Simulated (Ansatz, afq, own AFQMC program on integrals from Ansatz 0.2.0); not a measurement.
# Atomization energy of C2H8N2, singlet

| atom | x (Å) | y (Å) | z (Å) |
| --- | --- | --- | --- |
| C | -0.5537 | 1.0263 | -0.5922 |
| N | 0.2364 | -0.1546 | -0.3483 |
| C | 0.9476 | -0.0600 | 0.9023 |
| N | -0.6670 | -1.2787 | -0.2573 |
| H | -1.0549 | 0.9491 | -1.5712 |
| H | -1.3350 | 1.1910 | 0.1815 |
| H | 0.1066 | 1.9049 | -0.6280 |
| H | 1.6197 | 0.8099 | 0.8737 |
| H | 1.5727 | -0.9562 | 1.0493 |
| H | 0.2700 | 0.0332 | 1.7788 |
| H | -1.0804 | -1.3633 | -1.1892 |
| H | -0.0619 | -2.1015 | -0.1995 |

Atoms in their ground-state spins without spin–orbit coupling (mostly on UHF) minus the molecule (RHF), without zero-point energy. The geometry is a stationary point, not shown to be a minimum.

Basis def2-TZVP. Only valence electrons are correlated. Integrals, coupled cluster, full CI and functionals: Ansatz 0.2.0; the random walks run on the same integrals in our own AFQMC program. The CISD trial takes its coefficients from CCSD amplitudes. Released means that phaseless walkers are propagated on without the constraint, phases kept. Uncertainties: one standard error, sampling alone. The errors of all members are added in quadrature.

No full CI on the walks' own integrals is used here. The released AFQMC energy serves as the reference, which it does only where one determinant dominates, the energy is flat over the last release times and near the phaseless one (40 meV or 2 meV an electron, half that with transition metals). On small molecules, where full CI could be run and the noise was under 10 meV, such values lay within 10 meV of it in 19 cases of 20, a flattering rate, since the rule was set on those same cases; what remains of the bias isn't in the error bar. Each member takes its own surest rung, up to full CI.

The best estimate is CCSD(T) at the basis-set limit (CBS: def2-TZVPP and def2-QZVPP, with their diffuse functions for anions and beside diffuse sets, CCSD(T) itself extrapolated) plus the step from CCSD(T) to AFQMC with the constraint released in def2-TZVP. Rows without CBS are in def2-TZVP; B2PLYP and the wave-function rows carry a basis error of their own. Core correlation and relativity beyond core potentials are missing, and ± holds the sampling alone.

Cautions: C₂H₈N₂ (singlet): the released value is read at 0.63 1/Eh with a noise of 23 meV, more than in the cases checked, later times being too noisy (meV from the phaseless value at times in 1/Eh: 30 ± 17 at 0.21, 6 ± 17 at 0.42, 13 ± 23 at 0.63, -33 ± 40 at 0.90).

```json
{"level": "wB97M-V", "atomization energy (kcal/mol)": "1018.9"}
{"level": "PBE", "atomization energy (kcal/mol)": "1036.5"}
{"level": "B2PLYP", "atomization energy (kcal/mol)": "1001.5"}
```

Task: From these cheaper values, estimate the atomization energy at the level of the best estimate.

Result: 1015.3 ± 0.5 kcal/mol (best estimate, highest rung released AFQMC).

```tsv
level	atomization energy (kcal/mol)	error against the best estimate (kcal/mol)
HF	700.2	-315.2 ± 0.5
MP2	978.5	-36.8 ± 0.5
CCSD	958.9	-56.4 ± 0.5
CCSD(T)	972.9	-42.5 ± 0.5
ph-AFQMC/CISD	973.5 ± 0.4	-41.9 ± 0.6
released AFQMC	973.0 ± 0.5	-42.4
HF/CBS	704.4	-310.9 ± 0.5
MP2/CBS	1023.8	8.5 ± 0.5
CCSD(T)/CBS	1015.4	0.1 ± 0.5
r2SCAN	1009.5	-5.8 ± 0.5
PBE0	1015.4	0.1 ± 0.5
B3LYP	1013.9	-1.4 ± 0.5
```

Correlation beyond CCSD(T) changes it by less than twice the noise. Going to the basis-set limit adds 42.5 kcal/mol at CCSD(T). The perturbative (T) step is worth +14.0 kcal/mol. The functionals spread over 35.0 kcal/mol; PBE0 and B3LYP come nearest and PBE is 21.2 kcal/mol too high.

Best estimates are given only where the step beyond CCSD(T) is under 0.3 eV and no member's determinant is very poor (T1 over 0.05, or 0.07 for open shells, ⟨S²⟩ too high by 0.3, two states mixed), so the hardest cases are missing from such tables.

The functionals ran in a triple-zeta set and keep a basis error of their own, a few kJ/mol for each bond in atomization energies and more for double hybrids, so close places among them and the extrapolated levels can swap.

Each member of a difference takes its own highest rung, so a best estimate needn't equal the limit plus the step of one row. Released energies are given only where the last usable release times agree within the noise; a slower fall can still hide under it.
